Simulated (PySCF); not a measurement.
First SCF of a structure search on singlet H3NS, at a hand-made tetrahedral geometry. PySCF input:

```python
from pyscf import gto, scf, dft
mol = gto.M(atom='''
N      0.000000     0.000000     0.000000
S     -0.000000    -1.257500    -0.889000
H      0.841000     0.000000     0.594600
H     -0.841000     0.000000     0.594600
H      0.000000     0.841000    -0.594600''',
    basis={'N': 'def2-TZVP', 'S': 'def2-TZVP', 'H': 'def2-TZVP'},
    charge=0, spin=0)
mf = dft.RKS(mol, xc='PBE0')
mf.grids.atom_grid = (50, 194)
aux = {'N': 'def2-universal-JKFIT', 'S': 'def2-universal-JKFIT', 'H': 'def2-universal-JKFIT'}
mf = mf.density_fit(auxbasis=aux)
mf.conv_tol = 1e-08
mf.diis_space = 10
mf.max_cycle = 60
mf.init_guess = 'minao'
mf.verbose = 4
mf.kernel()
```

Excerpt of the output (cycles and frontier levels):

```
init E= -454.90444275848
  HOMO = -0.258198348170426  LUMO = -0.0278230326116571  gap/eV = 6.26883
cycle= 1 E= -454.429523824108  delta_E= 0.475  |g|= 0.415  |ddm|= 1.64
  HOMO = -0.119820065783793  LUMO = -0.0374592302313737  gap/eV = 2.24115
cycle= 2 E= -454.437122770348  delta_E= -0.0076  |g|= 0.432  |ddm|=  1.2
  HOMO = -0.18723437251842  LUMO = -0.015715152347461  gap/eV = 4.66728
cycle= 3 E= -454.489899321939  delta_E= -0.0528  |g|= 0.0576  |ddm|= 0.597
  HOMO = -0.195456741632234  LUMO = -0.0172355078293442  gap/eV = 4.84965
cycle= 4 E= -454.490311145651  delta_E= -0.000412  |g|= 0.0317  |ddm|= 0.0545
  HOMO = -0.193094779320799  LUMO = -0.0153544511611088  gap/eV = 4.83656
cycle= 5 E= -454.490505087628  delta_E= -0.000194  |g|= 0.00344  |ddm|= 0.0194
  HOMO = -0.193007701227601  LUMO = -0.015529349062632  gap/eV = 4.82943
cycle= 6 E= -454.490507927022  delta_E= -2.84e-06  |g|= 0.000513  |ddm|= 0.00321
  HOMO = -0.192929497268571  LUMO = -0.0155167767339783  gap/eV = 4.82765
cycle= 7 E= -454.490507997015  delta_E= -7e-08  |g|= 0.00016  |ddm|= 0.000773
  HOMO = -0.192931961884795  LUMO = -0.0155245086946785  gap/eV = 4.82750
cycle= 8 E= -454.490508004155  delta_E= -7.14e-09  |g|= 1.57e-05  |ddm|= 0.000239
  HOMO = -0.192928808925579  LUMO = -0.0155246949166532  gap/eV = 4.82741
Extra cycle  E= -454.490508004301  delta_E= -1.47e-10  |g|= 9.3e-06  |ddm|= 6.79e-05
converged SCF energy = -454.490508004301
```

No lower solution of this spin was found by a stability analysis within the restricted form, which does not test spin polarisation.

The search for the lowest solution, with the stability check, took 6.9 s on 2 threads of a shared Intel Xeon @ 2.70GHz host, with 86 basis functions; the process peaked at 0.36 GiB. Launch command: `OMP_NUM_THREADS=2 python axn.py task.json out`.
